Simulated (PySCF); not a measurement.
# How the numerical set-up moves the result for H2SSi

Aim: see how much the energy and properties of H2SSi depend on the numerical set-up.

Computed with PySCF 2.14.0. Level: method and basis as typed in the scripts.

## (1) Where the work starts

H2SSi: 4 atoms, charge 0, spin multiplicity 1.

Bond lengths: Si1–S2 1.996 Å, Si1–H3 1.530 Å, Si1–H4 1.530 Å. Angles: S2–Si1–H3 125.0°, S2–Si1–H4 125.0°, H3–Si1–H4 109.9°.

Coordinates:

```xyz
4
charge 0, multiplicity 1
Si    0.91250    0.00000    0.41220
S    -0.90650    0.00000   -0.40950
H     1.19700    0.00000    1.91530
H     2.22840    0.00000   -0.36780
```

## (2) The base run

File input.py:

```python
from pyscf import gto, scf, mp

mol = gto.M(
    atom='Si 0.9125 0 0.4122; S -0.9065 0 -0.4095; H 1.197 0 1.9153; H 2.2284 0 -0.3678',
    basis='3-21g',
    charge=0,
    spin=0,
    verbose=4,
)
mf = scf.RHF(mol)
mf.kernel()
mp.MP2(mf, frozen=10).kernel()
mf.dip_moment()
print('orbital energies (hartree):', mf.mo_energy[..., max(0, mol.nelec[1]-3):mol.nelec[0]+3].round(4))
```

Command:

```console
> OMP_NUM_THREADS=1 python input.py
```

The log of this run is left out.

Base result: E(SCF) = -684.102951 Eh, 10 cycles, E(MP2) − E(SCF) = -0.11647 Eh, μ = 4.02 D (of the SCF density).

## (3) X2c-svpall (X2C on)

Run 1 changes basis set: 3-21g → x2c-svpall; spin-free X2C: off → on.

File input.py:

```python
from pyscf import gto, scf, mp

mol = gto.M(
    atom='Si 0.9125 0 0.4122; S -0.9065 0 -0.4095; H 1.197 0 1.9153; H 2.2284 0 -0.3678',
    basis='x2c-svpall',
    charge=0,
    spin=0,
    verbose=4,
)
mf = scf.RHF(mol)
mf = mf.sfx2c1e()
mf.kernel()
mp.MP2(mf, frozen=10).kernel()
mf.dip_moment()
print('orbital energies (hartree):', mf.mo_energy[..., max(0, mol.nelec[1]-3):mol.nelec[0]+3].round(4))
```

Command:

```console
> OMP_NUM_THREADS=1 python input.py
```

## (4) Cc-pvdz

Run 2 changes basis set: 3-21g → cc-pvdz.

input.py, as its differences from that of step 2:

```diff
@@ -4,3 +4,3 @@
     atom='Si 0.9125 0 0.4122; S -0.9065 0 -0.4095; H 1.197 0 1.9153; H 2.2284 0 -0.3678',
-    basis='3-21g',
+    basis='cc-pvdz',
     charge=0,
```

## (5) Spin-free X2C on

Run 3 changes spin-free X2C: off → on.

input.py, as its differences from that of step 2:

```diff
@@ -10,2 +10,3 @@
 mf = scf.RHF(mol)
+mf = mf.sfx2c1e()
 mf.kernel()
```

Before running it: what results should come out? Wanted: for each run, E(SCF); from base; gap; SCF dipole; after the SCF.

**Answer**, as computed:

```tsv
run	E(SCF) (hartree)	from base (eV)	cycles	gap (eV)	SCF dipole (D)	functions	after the SCF
base	-684.102951	0	10	9.90	4.02	30	MP2 correlation -3.169 eV, core frozen
x2c-svpall (X2C on)	-689.064583	not comparable	10	10.27	3.37	46	MP2 correlation -6.046 eV, core frozen
cc-pvdz	-687.622950	-95.7841	10	10.19	3.51	46	MP2 correlation -6.107 eV, core frozen
spin-free X2C on	-685.532092	-38.8889	10	9.90	4.00	30	MP2 correlation -3.171 eV, core frozen
```

Of the runs whose energies can be compared, “cc-pvdz” moves the SCF energy most (-95.784 eV). cc-pvdz (46 functions) gives an energy 95.78 eV lower than 3-21g (30). Scalar relativity lowers the total energy by 38.89 eV, nearly all of it in the inner shells.
